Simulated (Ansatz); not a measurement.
# ClH₄PSi: how energies converge with the basis set

The task here is to estimate one member of a computed series from the others.

Method: one geometry, several basis sets; program: Ansatz 0.2.0, Gaussian basis.

The runs, in order: PBE0-D4/def2-SVP; ωB97M-V/def2-SVP; PBE0-D4/def2-QZVPP; ωB97M-V/def2-QZVPP; the functionals' def2-TZVPP values are taken from earlier runs.

### Structure used throughout

An earlier PBE0-D4 in a triple-zeta def2 set relaxation fixed the geometry.

SMILES `P[SiH2]Cl`, 7 atoms, charge 0, spin multiplicity 1.

Atoms are counted from 1 here; the program's logs count them from 0.

Bond lengths: P1–Si2 2.245 Å, P1–H4 1.421 Å, P1–H5 1.424 Å, Si2–Cl3 2.058 Å, Si2–H6 1.483 Å, Si2–H7 1.483 Å. Angles: Si2–P1–H4 93.0°, Si2–P1–H5 91.7°, H4–P1–H5 93.3°, P1–Si2–Cl3 108.1°, P1–Si2–H6 108.9°, P1–Si2–H7 114.4°, Cl3–Si2–H6 108.3°, Cl3–Si2–H7 107.2°, H6–Si2–H7 109.7°.

Set-up of the first run:

File in.yaml:

```yaml
crystal:
  periodic: [false, false, false]
  atoms:
    - {symbol: P, position_ang: [-1.489501, 0.145015, -0.279860]}
    - {symbol: Si, position_ang: [0.627878, -0.034864, 0.444640]}
    - {symbol: Cl, position_ang: [0.826479, -1.849760, 1.394309]}
    - {symbol: H, position_ang: [-1.259124, -0.706526, -1.393657]}
    - {symbol: H, position_ang: [-1.183519, 1.325874, -1.013663]}
    - {symbol: H, position_ang: [0.890878, 1.039424, 1.432668]}
    - {symbol: H, position_ang: [1.648110, 0.012836, -0.630138]}
basis:
  gaussian: {orbitals: def2-SVP}
hamiltonian: {xc: pbe0, dispersion: d4}
output: {orbitals: {seedname: orbitals}}
```

On the command line:

```sh
> ansatz run in.yaml --threads 2 --pin off --events-out ev --progress --plain --max-ram 4352MiB
```

Among the steps run: PBE0-D4 in def2-SVP; ωB97M-V in def2-SVP; PBE0-D4 in def2-QZVPP; ωB97M-V in def2-QZVPP.

One table of the session follows, with a row left open; its other results are not shown here.

It belongs to the step «Functionals by basis». 

```
functional       basis  HOMO (eV)  LUMO (eV)
   PBE0-D4    def2-SVP      -7.83       0.17
   PBE0-D4  def2-TZVPP          ?          ?
   PBE0-D4  def2-QZVPP      -7.90      -0.28
   ωB97M-V    def2-SVP      -9.88       2.20
   ωB97M-V  def2-TZVPP      -9.97       1.71
   ωB97M-V  def2-QZVPP      -9.99       1.36
```

**Question.** Estimate the row for PBE0-D4, def2-TZVPP.

As computed: HOMO (eV): -7.88; LUMO (eV): -0.15. In the column «HOMO (eV)» it lies between PBE0-D4, def2-QZVPP (-7.90) and PBE0-D4, def2-SVP (-7.83).
